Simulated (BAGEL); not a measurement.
# FCI/STO-3G (density fitting with qzvpp-jkfit) run of AlH3S (SMILES [AlH2][SH])

What is the vertical singlet–triplet gap of AlH3S at FCI/STO-3G (density fitting with qzvpp-jkfit)? 

The results are computed with BAGEL 1.2.2.

9 further runs of the same task are left out: 9 set aside as unsound or not needed. Runs told in other sessions of the task aren't counted.

## 1. The system as given

The species is AlH3S (5 atoms), meant as a singlet with charge 0. SMILES: `[AlH2][SH]`. The shape is that of a PBE0-D4/def2-TZVP optimisation.

Bond lengths: Al1–S2 2.181 Å, Al1–H3 1.579 Å, Al1–H4 1.581 Å, S2–H5 1.344 Å. Angles: Al1–S2–H5 93.7°, S2–Al1–H3 116.5°, S2–Al1–H4 118.9°, H3–Al1–H4 124.6°.

## 2. The energy at FCI/STO-3G (density fitting with qzvpp-jkfit)

Input file input.json:

```json
{ "bagel": [

{
  "title": "molecule",
  "basis": "sto-3g",
  "df_basis": "qzvpp-jkfit",
  "angstrom": true,
  "geometry": [
    { "atom": "Al", "xyz": [      -0.616100,      -0.064200,      -0.181700 ] },
    { "atom": "S", "xyz": [       1.129100,      -0.343100,       1.096600 ] },
    { "atom": "H", "xyz": [      -1.981700,      -0.650100,       0.351100 ] },
    { "atom": "H", "xyz": [      -0.441100,       0.696000,      -1.556400 ] },
    { "atom": "H", "xyz": [       1.959700,       0.287800,       0.249000 ] }
  ]
},

{ "title": "hf" },

{ "title": "fci", "nstate": 1, "ncore": 10 }

]}
```

Run with:

```sh
$ BAGEL_NUM_THREADS=1 BAGEL input.json > input.out
```

The program printed:

```text
* using 1 threads per process

  ===============================================================
  ===============================================================

  *** Geometry ***

  { "atom" : "Al", "xyz" : [     -1.164260,     -0.121320,     -0.343363 ] },
  { "atom" : "S", "xyz" : [      2.133690,     -0.648365,      2.072274 ] },
  { "atom" : "H", "xyz" : [     -3.744870,     -1.228511,      0.663483 ] },
  { "atom" : "H", "xyz" : [     -0.833558,      1.315249,     -2.941170 ] },
  { "atom" : "H", "xyz" : [      3.703296,      0.543863,      0.470542 ] },

  Number of auxiliary basis functions:      310

  Since a DF basis is specified, we compute 2- and 3-index integrals:
    o Being stored without compression. Storage requirement is 0.001 GB

  Number of basis functions:       21
  Number of electrons      :       32

    * METHOD: MOLECULE                             0.06

  *** RHF ***

  === Nuclear Repulsion ===
    73.8148997315

      * DIIS with orbital gradients will be used.

  === RHF iteration (sto-3g) ===
      0       -633.89539065          0.01548617           0.01
      1       -633.94380616          0.00303624           0.00
      2       -633.94573174          0.00071500           0.00
[... 6 lines of this table left out ...]
      9       -633.94587791          0.00000000           0.00
    * SCF iteration converged.

    * Permanent dipole moment:
           (    0.292127,    -0.188030,     0.483273) a.u.

    * METHOD: HF                                   0.10

  ---------------------------
        FCI calculation
  ---------------------------

  Performs exactly the same way as Knowles & Handy 1984 CPL

  o alpha-beta strings
      length:           924
  o size of the space
      determinant space:  213444
      spin-adapted space: 60984

  o single displacement lists (alpha)
      length:         16632
  o single displacement lists (beta)
      length:         16632

     guess   0:   closed 111111.....          open ...........

  === FCI iteration ===

      0  0      -633.94587791     6.89e-04      0.29
      1  0      -634.01744015     2.57e-04      0.29
      2  0      -634.02413344     1.08e-04      0.28
[... 14 lines of this table left out ...]
     17  0 *    -634.02548381     4.14e-11      0.27

     * ci vector, state   0, <S^2> = -0.0000
       222222.....     0.9655231579
       22.222..2..    -0.0750079820
       222.22.2...    -0.0610230177
       2222.2.2...    -0.0547524496

    * METHOD: FCI                                  5.40

  ===============================================================
```

Run time: 5.7 s. Hardware: 1 thread of Arm Neoverse V1, shared host; peak memory 0.32 GiB.

## 3. The triplet, same level

Changes to input.json since step 2:

```diff
@@ -18,3 +18,3 @@
 
-{ "title": "fci", "nstate": 1, "ncore": 10 }
+{ "title": "fci", "nstate": 1, "ncore": 10, "nspin": 2 }
```

Run with:

```sh
$ BAGEL_NUM_THREADS=1 BAGEL input.json > input.out
```

The program printed:

```text
* using 1 threads per process

  ===============================================================
  ===============================================================

  *** Geometry ***

  { "atom" : "Al", "xyz" : [     -1.164260,     -0.121320,     -0.343363 ] },
  { "atom" : "S", "xyz" : [      2.133690,     -0.648365,      2.072274 ] },
  { "atom" : "H", "xyz" : [     -3.744870,     -1.228511,      0.663483 ] },
  { "atom" : "H", "xyz" : [     -0.833558,      1.315249,     -2.941170 ] },
  { "atom" : "H", "xyz" : [      3.703296,      0.543863,      0.470542 ] },

  Number of auxiliary basis functions:      310

  Since a DF basis is specified, we compute 2- and 3-index integrals:
    o Being stored without compression. Storage requirement is 0.001 GB

  Number of basis functions:       21
  Number of electrons      :       32

    * METHOD: MOLECULE                             0.06

[... 13 lines left out ...]
    * SCF iteration converged.
[... 1 line left out ...]
    * Permanent dipole moment:
[... 21 lines left out ...]
     guess   0:   closed 11111......          open .....11....

  === FCI iteration ===

      0  0      -633.62831235     1.03e-03      0.21
      1  0      -633.74848368     4.76e-04      0.20
      2  0      -633.76905252     2.05e-04      0.24
[... 16 lines of this table left out ...]
     19  0      -633.77281981     5.50e-10      0.22
    ** throwing out 1 trial vectors **
     20  0      -633.77281981     2.46e-10      0.21
    ** throwing out 1 trial vectors **
     21  0      -633.77281981     1.35e-10      0.22
    ** throwing out 1 trial vectors **
     22  0      -633.77281981     1.03e-10      0.22
    ** throwing out 1 trial vectors **
     23  0 *    -633.77281981     8.39e-11      0.20

     * ci vector, state   0, <S^2> = 2.0000
       22222aa....     0.9219393732
       2222baaa...     0.1543514296
       2222aaab...     0.1318374996
       2222aaa..b.     0.1013439823
       2222baa..a.     0.0941603235
       2a222aba...    -0.0795375451
       22.22aa.2..    -0.0709398385
       2a222aab...    -0.0700864321
       222.2aa2...    -0.0677809534
       22b22aaa...     0.0583039796

    * METHOD: FCI                                  5.26

  ===============================================================
```

It took 5.7 s on 1 thread of Arm Neoverse V1, shared host; peak memory 0.24 GiB.

## 4. Summary of results

Level: FCI/STO-3G (density fitting with qzvpp-jkfit), 10 core orbitals frozen.

| quantity | value |
| --- | --- |
| singlet: total energy | -634.02548 Eh |
| triplet: total energy | -633.77282 Eh |
| vertical energy of the triplet above the singlet | 6.875 eV |

What this shows: At this shape the triplet lies 6.88 eV (159 kcal/mol) above the singlet. In a minimal basis such a difference can be off by several eV, whatever the method.
